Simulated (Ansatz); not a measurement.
Ansatz (a first-principles code) input (PBE/3-21G): The .json file is the Basis Set Exchange's 3-21G.

Ansatz 0.2 input:
```yaml
crystal:
  periodic: [false, false, false]
  atoms:
    - {symbol: C, position_ang: [0.89987723, -0.63980222, 0.00820165]}
    - {symbol: C, position_ang: [2.37731719, -0.24900855, 0.01729122]}
    - {symbol: C, position_ang: [0.00782472, 0.58561474, -0.00172371]}
    - {symbol: H, position_ang: [0.66398392, -1.24623472, 0.88519130]}
    - {symbol: H, position_ang: [0.67618002, -1.25155889, -0.86828578]}
    - {symbol: H, position_ang: [3.01152601, -1.13632650, 0.02439659]}
    - {symbol: Cl, position_ang: [-1.74447778, 0.13955873, -0.01255726]}
    - {symbol: H, position_ang: [2.63841844, 0.33933707, -0.86522713]}
    - {symbol: H, position_ang: [2.62614223, 0.34469621, 0.89976719]}
    - {symbol: H, position_ang: [0.15871891, 1.20107121, 0.88308760]}
    - {symbol: H, position_ang: [0.17103800, 1.19569335, -0.88807143]}
basis:
  gaussian:
    orbitals: 3-21G.json
hamiltonian:
  xc: {name: PBE}
output: {forces: true}
```

Output:

```
WARN ansatz: RAYON_NUM_THREADS=1 ignored (pool sized by the plan → 1); use --threads N
Functional definition: PBE
integrals: 0.02 GiB planned
663 factors; integrals over basis functions are off by at most 8.7e-4 eV
mean field: 0.10 GiB planned
mean field evaluation 1: about -15654.7697 eV, gradient 4.9e1 eV
mean field evaluation 2: about -15648.8654 eV, gradient 6.6e1 eV
mean field evaluation 4: about -15660.4972 eV, gradient 2.8e0 eV
mean field evaluation 8: about -15660.4618 eV, gradient 2.9e-2 eV
mean field -15660.46177337 eV, -575.5113551292 hartree, gradient 5.1e-5 eV, S^2 0.000000; 0 other end points of the search recorded, 0 dependent functions left out
the calculation of the forces begins
reference -15660.46180131 eV, -575.5113561559 hartree; 21, 21 occupied and 33, 33 virtual orbitals, 663 factors
Total energy: -15660.46180131 eV, -575.5113561559 hartree
Atom 0 at     0.899877    -0.639802     0.008202 Å, force    -0.105207    -0.123468    -0.000357 eV/Å
Atom 1 at     2.377317    -0.249009     0.017291 Å, force     0.112321     0.095562     0.000491 eV/Å
Atom 2 at     0.007825     0.585615    -0.001724 Å, force     1.274682     0.472788     0.007430 eV/Å
Atom 3 at     0.663984    -1.246235     0.885191 Å, force    -0.091470    -0.218244     0.390185 eV/Å
Atom 4 at     0.676180    -1.251559    -0.868286 Å, force    -0.086043    -0.220613    -0.390087 eV/Å
Atom 5 at     3.011526    -1.136327     0.024397 Å, force     0.226687    -0.385470     0.002747 eV/Å
Atom 6 at    -1.744478     0.139559    -0.012557 Å, force    -1.672434    -0.501988    -0.010108 eV/Å
Atom 7 at     2.638418     0.339337    -0.865227 Å, force     0.060419     0.230045    -0.368689 eV/Å
Atom 8 at     2.626142     0.344696     0.899767 Å, force     0.055295     0.232282     0.368090 eV/Å
Atom 9 at     0.158719     1.201071     0.883088 Å, force     0.110260     0.210694     0.376221 eV/Å
Atom 10 at     0.171038     1.195693    -0.888071 Å, force     0.115491     0.208411    -0.375923 eV/Å
Dipole moment:     0.516965     0.064442     0.003400 e Å
```
